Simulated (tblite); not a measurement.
Compound: C4H7NO.
Atom-mapped SMILES: `[H]/[N:4]=[C:3](\[CH:2]=[CH2:1])[O:5][CH3:6]` (hydrogens: H7, H8 on C1; H9 on C2; H10 on N4; H11, H12, H13 on C6)

The geometry is computed with GFN2-xTB (gas phase).

Task: Give the optimised bond lengths and angles.

Result: 
```json
{"bond": "C1=C2", "length (Å)": "1.325", "order": "double"}
{"bond": "C2–C3", "length (Å)": "1.474", "order": "single"}
{"bond": "C3=N4", "length (Å)": "1.269", "order": "double"}
{"bond": "C3–O5", "length (Å)": "1.340", "order": "single"}
{"bond": "O5–C6", "length (Å)": "1.414", "order": "single"}
{"bond": "C1–H7", "length (Å)": "1.077", "order": "single"}
{"bond": "C1–H8", "length (Å)": "1.077", "order": "single"}
{"bond": "C2–H9", "length (Å)": "1.083", "order": "single"}
{"bond": "N4–H10", "length (Å)": "1.014", "order": "single"}
{"bond": "C6–H11, C6–H12, C6–H13", "length (Å)": "1.091", "order": "single"}
```

Bonds in one row agree within 0.01 Å and their mean is given. Orders are formal, as drawn. A selection of angles:
```json
{"angle": "C2–C1–H7", "degrees": "121.0"}
{"angle": "C2–C1–H8", "degrees": "121.9"}
{"angle": "H7–C1–H8", "degrees": "117.1"}
{"angle": "C1–C2–C3", "degrees": "123.8"}
{"angle": "C1–C2–H9", "degrees": "121.4"}
{"angle": "C3–C2–H9", "degrees": "114.7"}
{"angle": "C2–C3–N4", "degrees": "126.4"}
{"angle": "C2–C3–O5", "degrees": "113.6"}
{"angle": "N4–C3–O5", "degrees": "120.0"}
{"angle": "C3–N4–H10", "degrees": "114.6"}
{"angle": "C3–O5–C6", "degrees": "115.8"}
{"angle": "O5–C6–H11", "degrees": "106.2"}
{"angle": "O5–C6–H12", "degrees": "110.4"}
{"angle": "H11–C6–H12", "degrees": "110.7"}
{"angle": "H12–C6–H13", "degrees": "108.4"}
```

Torsions: C1–C2–C3–N4 180° (antiperiplanar); C2–C3–O5–C6 180° (antiperiplanar); H10–N4–C3–C2 0° (synperiplanar).

The 6 heavy atoms lie in one plane (0.001 Å rms). Of the pairs four or more bonds apart, O5···H7 is among the closest relative to their van der Waals radii: 2.44 Å, 90 % of the sum of Bondi's values. The C–C distances run from 1.325 Å (C1=C2, drawn double) to 1.474 Å (C2–C3, drawn single), a spread of 0.149 Å. O5 (oxygen bonded to 2 C) is bent (angle 115.8°). N4 (C=N nitrogen) is bent (angle 114.6°). The 2 C–O bonds span 1.340 Å (C3–O5, drawn single) to 1.414 Å (O5–C6, drawn single), a spread of 0.074 Å.

Point group: Cs (tolerance 0.08 Å). Its GFN2-xTB frequencies are all real (lowest 70 cm⁻¹). The numbers are those of one conformer.

The run took 0.14 s wall on one thread of an Arm Neoverse N1, no GPU, shared host with 64 logical CPUs at a one-minute load of 60. This is the geometry optimisation.
